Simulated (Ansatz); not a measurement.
# SiF− (singlet): trial inputs and their diagnosis at distance Si1–F2 = 1.692 Å

4 inputs are run for SiF− (singlet) as typed; the log has to tell whether the result can be used and what must change.

The runs use Ansatz 0.2.0, Gaussian basis; the settings change from run to run.

35 further runs of the same task are left out: 18 for a known fault of the program, 2 for a mislabelled method, 9 that didn't finish, 6 set aside as unsound or not needed.

### 1 The system

The geometry derives from a PBE0/def2-TZVPD stationary point (not a proven minimum). One bond is set to the value named and the two fragments are kept rigid.

2 atoms, charge -1, spin multiplicity 1.

Atoms are counted from 1 here; the program's logs count them from 0.

Bond lengths: Si1–F2 1.692 Å.

As a file:

```xyz
2

Si    0.00000    0.00000    0.00000
F     0.00000    0.00000    1.69160
```

### 2 Input 1

Input file in.yaml:

```yaml
crystal:
  periodic: [false, false, false]
  atoms:
    - {symbol: Si, position_ang: [0.000000, 0.000000, 0.000000]}
    - {symbol: F, position_ang: [0.000000, 0.000000, 1.691600]}
basis:
  gaussian: {orbitals: 6-31G, fitting: {mean_field: def2-universal-jkfit}}
total_charge: -1
magnetization: {spin_polarized: true, initial_magnetization: 0}
correlation: {method: ccsdt_q, electrons: all}
symmetry: c1
```

The run is started by

```console
> ansatz run in.yaml --threads 1 --pin off --events-out ev --progress --plain --max-ram 2393MiB
```

Output:

```text
Error: YAML parse error: error: line 11 column 1: unknown field `symmetry`, expected one of crystal, accuracy, basis, kpoints, hamiltonian, magnetization, projection, total_charge, correlation, batch, efield, external_charges, scf, relax, neb, saddle, md, ramp, phonons, dielectric, real_time, elastic, magnetic_configurations, gw, evaluate, workflow, output, checkpoint, execution
  --> <input>:11:1
   |
 9 | magnetization: {spin_polarized: true, initial_magnetization: 0}
10 | correlation: {method: ccsdt_q, electrons: all}
11 | symmetry: c1
   | ^ unknown field `symmetry`, expected one of crystal, accuracy, basis, kpoints, hamiltonian, magnetization, projection, total_charge, correlation, batch, efield, external_charges, scf, relax, neb, saddle, md, ramp, phonons, dielectric, real_time, elastic, magnetic_configurations, gw, evaluate, workflow, output, checkpoint, execution
```

It took 0.03 s on 1 thread of Arm Neoverse V2, shared host.

Diagnosis: The run was refused. The input holds a key that the program doesn't read here. Fix: remove it or spell it as the reference does.

### 3 Input 2

Input file in.yaml:

```yaml
crystal:
  periodic: [false, false, false]
  atoms:
    - {symbol: Si, position_ang: [0.000000, 0.000000, 0.000000]}
    - {symbol: F, position_ang: [0.000000, 0.000000, 1.691600]}
basis:
  gaussian: {orbitals: STO-3G}
total_charge: -1
correlation: {method: sc_nevpt2, electrons: valence, active_space: {window: {electrons: 2, orbitals: 2}, states: [{multiplicity: 1, irrep: 12, weights: [1]}]}}
```

Same command.

Output:

```text
Functional definition: HF
  name "HF"
  cite "Fock, Z. Phys. 61, 126 (1930) doi:10.1007/BF01340294"
  parent pbe
  exchange = exact_x
  correlation = 0
222 factors; integrals over basis functions are off by at most 4.1e-8 eV
mean field evaluation 1: about -10428.2050 eV, gradient 1.0e1 eV
mean field evaluation 2: about -10428.2414 eV, gradient 1.0e1 eV
mean field evaluation 4: about -10428.6685 eV, gradient 6.5e-1 eV
mean field evaluation 8: about -10428.6730 eV, gradient 2.6e-6 eV
mean field evaluation 16: about -10428.6730 eV, gradient 1.7e-6 eV
mean field -10428.67303300 eV, -383.2466651544 hartree, gradient 2.6e-6 eV, S^2 0.000000; 2 other end points of the search recorded, 0 dependent functions left out; unrestricted orbitals would lower it
reference -10428.67303300 eV, -383.2466651544 hartree; 12, 12 occupied and 2, 2 virtual orbitals, 222 factors
Error: the irrep 12 is not accepted for these orbitals, which take A1, B1, B2, A2, or 1 to 4
```

It took 0.06 s on 1 thread of Arm Neoverse V2, shared host.

What is wrong: The run stopped with an error. The symmetry label isn't in the molecule's group. Cure: name an irrep that the log lists.

### 4 Input 3

Input file in.yaml:

```yaml
crystal:
  periodic: [false, false, false]
  atoms:
    - {symbol: Si, position_ang: [0.000000, 0.000000, 0.000000]}
    - {symbol: F, position_ang: [0.000000, 0.000000, 1.691600]}
basis:
  gaussian: {orbitals: STO-3G}
total_charge: -1
magnetization: {spin_polarized: false}
correlation: {method: fic_mrcisd_q, electrons: all}
```

The command is unchanged.

Output:

```text
Error: this correlation method needs an active space: name one as the reference
```

Wall time 0.03 s (1 thread of Arm Neoverse V2, shared host).

**Diagnosis.** The run was refused. This method needs an active space and has none. Fix: add an active_space block.

### 5 Input 4

Input file in.yaml:

```yaml
crystal:
  periodic: [false, false, false]
  atoms:
    - {symbol: Si, position_ang: [0.000000, 0.000000, 0.000000]}
    - {symbol: F, position_ang: [0.000000, 0.000000, 1.691600]}
basis:
  gaussian: {orbitals: aug-cc-pVDZ}
total_charge: -1
magnetization: {spin_polarized: false}
correlation: {method: mp4, electrons: outside_noble_gas}
accuracy: high
scf: {lower_state_search: off}
output: {forces: true}
```

Launched as before.

Output:

```text
Error: YAML parse error: error: line 10 column 23: unknown variant `mp4`, expected one of mp2, rpa, ccsd, ccsd_t, bccd, bccd_t, ccsdt, ccsdt_q, ccsdt_q_b, ccsdtq, fci, sc_nevpt2, fic_nevpt4_sd, fic_mrcisd_q, fic_mrcisd_q_relaxed
  --> <input>:10:23
   |
 8 | total_charge: -1
 9 | magnetization: {spin_polarized: false}
10 | correlation: {method: mp4, electrons: outside_noble_gas}
   |                       ^ unknown variant `mp4`, expected one of mp2, rpa, ccsd, ccsd_t, bccd, bccd_t, ccsdt, ccsdt_q, ccsdt_q_b, ccsdtq, fci, sc_nevpt2, fic_nevpt4_sd, fic_mrcisd_q, fic_mrcisd_q_relaxed
11 | accuracy: high
12 | scf: {lower_state_search: off}
   |
```

It took 0.03 s on 1 thread of Arm Neoverse V2, shared host.

Diagnosis: The run was refused. The method's name isn't one that the program knows. To mend it, name one from the list in the message.

### 6 How the runs ended

```
input                  level                ended                                                     cause    time
    1  CCSDT(Q) on UHF/6-31G              refused  the input holds a key that the program doesn't read here  0.03 s
    2     NEVPT2(2,2)/STO-3G  stopped by an error          the symmetry label isn't in the molecule's group  0.06 s
    3  'fic_mrcisd_q'/STO-3G              refused            this method needs an active space and has none  0.03 s
    4      'mp4'/aug-cc-pVDZ              refused        the method's name isn't one that the program knows  0.03 s
```

3 refused, 1 stopped by an error.
